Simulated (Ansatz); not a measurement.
Scan of [Br···H···H], doublet

Starting geometry:

```yaml
atoms:
  - { symbol: Br, position_ang: [0.0000, 0.0000, -1.4079] }
  - { symbol: H, position_ang: [0.0000, 0.0000, 0.0127] }
  - { symbol: H, position_ang: [0.0000, 0.0000, 1.3951] }
```

From there atom H2 is moved from one fragment to the other while all else, the fragments' distance too, stays fixed, so the hump isn't the reaction's barrier; atoms are numbered as listed. Energies are in kJ/mol, counted from the starting geometry at the same level. Kohn–Sham curves are unrestricted where that lies lower.

Basis cc-pVTZ; Ansatz 0.2.0. Only valence electrons are correlated (noble-gas cores and the filled d shells of p-block atoms frozen). R marks a restricted (for open shells ROHF) determinant, U an unrestricted one. No spin–orbit coupling is included, and no scalar relativity.

Full CI isn't at hand for all of this; UCCSDT(Q) serves as the reference, and is uncertain by the last step of the cluster series or more.

| distance Br1-H2 (Å) | B2PLYP |
| --- | --- |
| 1.421 | 0.0 |
| 1.512 | -1.4 |
| 1.694 | -0.2 |
| 1.876 | -31.5 |
| 2.058 | -62.6 |

Question: Estimate the UCCSDT(Q) curve in cc-pVTZ from this one, knowing how B2PLYP differs from it in such a basis.

Answer: The computed UCCSDT(Q) values, in kJ/mol from the starting point, and the difference of B2PLYP against them:
```json
{"distance Br1-H2 (Å)": "1.421", "UCCSDT(Q)": "0.0", "B2PLYP less UCCSDT(Q)": "0.0"}
{"distance Br1-H2 (Å)": "1.512", "UCCSDT(Q)": "0.7", "B2PLYP less UCCSDT(Q)": "-2.1"}
{"distance Br1-H2 (Å)": "1.694", "UCCSDT(Q)": "4.0", "B2PLYP less UCCSDT(Q)": "-4.2"}
{"distance Br1-H2 (Å)": "1.876", "UCCSDT(Q)": "-30.1", "B2PLYP less UCCSDT(Q)": "-1.4"}
{"distance Br1-H2 (Å)": "2.058", "UCCSDT(Q)": "-64.8", "B2PLYP less UCCSDT(Q)": "2.2"}
```

The difference spans 6.4 kJ/mol and is largest, -4.2 kJ/mol, at 1.694 Å.

Functionals correlate the shells that the reference freezes, so part of their error here is the reference's.
